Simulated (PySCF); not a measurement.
# NH₃: core binding energies

Aim: predict the core binding energies of NH₃ (`N`).

Computed with PySCF 2.14.0, with density-fitted response routines of our own, on a single molecule in the gas phase. Atoms count from 0, in the outputs and in this text.

## 1. The starting structure

4 atoms, charge 0, multiplicity 1; geometry from: PBE0-D3(BJ)/def2-TZVP.

Bonds of the start (Å): N0–H1 1.01, N0–H2 1.01, N0–H3 1.01.

## 2. Core holes by ΔSCF: PBE, X2C

Job settings and geometry (Å):

```
{"job": {"kind": "xps", "xc": "PBE", "metal_2p": true}, "charge": 0, "multiplicity": 1}
N      0.000685    -0.001387     0.071455
H     -0.579177    -0.736991    -0.312432
H     -0.358069     0.876199    -0.283327
H      0.928601    -0.121592    -0.314885
```

Level: delta-SCF UKS PBE, pcX-2 on the ionised atom (unc-x2c-TZVPall on a metal), pcseg-1 elsewhere, spin-free X2C.

Standard output:

```text
ground state, core basis on atom 0 (N), 60 functions
  cycle   1  E = -56.48248859  |g| = 4.78e-01
  cycle   2  E = -56.36562803  |g| = 8.69e-01
  cycle   3  E = -56.53194239  |g| = 2.25e-02
  cycle   4  E = -56.53203381  |g| = 5.82e-03
  cycle   5  E = -56.53203964  |g| = 1.90e-04
  E(ground) = -56.53208337 Eh
hole in N 1s of atom 0
  cycle   1  E = -41.00715529  |g| = 1.86e+00
  cycle   2  E = -40.44671120  |g| = 2.07e+00
  cycle   3  E = -41.63113758  |g| = 3.09e-01
  cycle   4  E = -41.65970533  |g| = 3.52e-02
  cycle   5  E = -41.66017353  |g| = 7.39e-03
  cycle   6  E = -41.66019244  |g| = 9.53e-04
  cycle   7  E = -41.66019253  |g| = 2.89e-04
  E(ion) = -41.66019196 Eh   <S^2> = 0.7580   hole on atom = 1.000   binding energy = 404.685 eV
```

Wall time 2.9 s (2 threads of Intel Xeon at 2.50GHz (Skylake/Cascade Lake), shared host).

Binding energies by hole, beside the orbital energy of the ground state; the difference holds orbital relaxation and, for a density functional, its self-interaction error:

```
     hole  stands for             environment  ΔSCF (eV)  −ε (eV)   ⟨S²⟩
N1s on N0          N0  nitrogen bonded to 3 H     404.68    380.0  0.758
```

## 3. Summary of results

| quantity | value |
| --- | --- |
| N1s binding energies, PBE/pcX-2 | N0 404.68 eV |
